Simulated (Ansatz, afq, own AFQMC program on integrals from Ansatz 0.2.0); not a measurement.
**Where AFQMC and coupled cluster stand for MoNH3, septet**

```xyz
5

Mo   -0.4030    0.0012   -0.0003
N     2.2039   -0.0068    0.0015
H     2.5743   -0.9511    0.0067
H     2.5781    0.4679    0.8161
H     2.5792    0.4594   -0.8175
```

Connectivity, by distances: Mo–NH3.

Basis def2-SVP with its core potentials. Only valence electrons are correlated. AFQMC by an in-house program on the Cholesky factors that Ansatz 0.2.0 writes for its CCSD(T) run. ph-AFQMC/CISD is guided by a CISD state made of CCSD amplitudes; releasing the constraint for a short imaginary time cuts its bias at the price of noise, slowly where states lie close. Free AFQMC starts from the CCSD state and is never constrained. Its projection time is finite, and what remains of the start isn't in its error. Error bars are statistical, one sigma. No spin–orbit coupling. The metal's outer-core s and p shells are frozen, which shifts wave-function levels against functionals.

Determinant: UHF, the one that the program's search chose, which needn't be the lowest solution. The geometry is a point of a scan.

No full CI on the walks' own integrals is used here; CCSDT(Q) serves as the reference and is uncertain by about the last step of the cluster series.

Cautions: no spin-orbit coupling; outer-core shells of the metal frozen; lower spins were not checked; higher spins were not checked; the released energies have errors that jump between times, so the bars are unsure, so no released level is given (meV from the phaseless value at times in 1/Eh: 0 ± 4 at 0.24, -22 ± 23 at 0.60, -10 ± 3 at 1.20, -6 ± 4 at 1.80, -9 ± 5 at 2.60), though the last usable value meets CCSDT(Q) within the noise.

```
T1 diagnostic                               : 0.0110
weight of the determinant in the CISD state : 0.905
⟨S²⟩ of the determinant                     : 12.003
size of the correlated space                : 14 electrons in 55 orbitals
```

Reference: CCSDT(Q), correlation energy -7.501 eV.

| level | E − E(reference) (kJ/mol) | share of correlation (%) |
| --- | --- | --- |
| HF | 723.8 | 0.00 |
| MP2 | 75.7 | 89.54 |
| CCSD | 17.0 | 97.65 |
| CCSD(T) | 2.3 | 99.69 |
| CCSDT | 1.0 | 99.87 |
| ph-AFQMC/HF | 2.2 ± 2.8 | 99.70 |
| ph-AFQMC/CISD | 0.8 ± 0.4 | 99.90 |
| free AFQMC | 0.0 ± 0.3 | 100.00 |

Free projections are given only where their last times agree within the noise and don't stop above the reference; a slow remainder of the start can still hide under it. A walk keeps the symmetry of its determinant, which the program's search chose and which needn't be the lowest solution, so a lower state of the same spin and another symmetry isn't excluded.
